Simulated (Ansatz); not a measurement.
```yaml
crystal:
  periodic: [false, false, false]
  atoms:
    - {symbol: C, position_ang: [-0.538739, 1.433225, -0.290234]}
    - {symbol: C, position_ang: [0.098792, 0.325080, -0.047419]}
    - {symbol: D, position_ang: [0.714139, -0.797749, 0.195051]}
    - {symbol: O, position_ang: [0.188388, -2.026867, 0.321584]}
    - {symbol: F, position_ang: [2.026596, -0.871171, 0.358289]}
    - {symbol: H, position_ang: [-0.921279, 2.062217, 0.511488]}
    - {symbol: H, position_ang: [-0.711219, 1.784933, -1.305756]}
    - {symbol: H, position_ang: [-0.764577, -1.966769, 0.201196]}
basis:
  gaussian: {orbitals: aug-pcseg-2, fitting: {mean_field: def2-universal-jkfit}}
hamiltonian: {xc: {name: HF}}
correlation: {method: rpa}
accuracy: high
```

```sh
$ ansatz run in.yaml --threads 2 --pin off --events-out ev --progress --plain --max-ram 4352MiB
```

It prints (some lines left out):

```
Error: YAML parse error: error: line 6 column 16: `D` is not an element symbol (H … Og, case-exact)
 --> <input>:6:16
4 |     - {symbol: C, position_ang: [-0.538739, 1.433225, -0.290234]}
5 |     - {symbol: C, position_ang: [0.098792, 0.325080, -0.047419]}
6 |     - {symbol: D, position_ang: [0.714139, -0.797749, 0.195051]}
7 |     - {symbol: O, position_ang: [0.188388, -2.026867, 0.321584]}
8 |     - {symbol: F, position_ang: [2.026596, -0.871171, 0.358289]}
```

**Question.** What is wrong with this run?

**Answer.** An element symbol is wrong. The program refused the input.
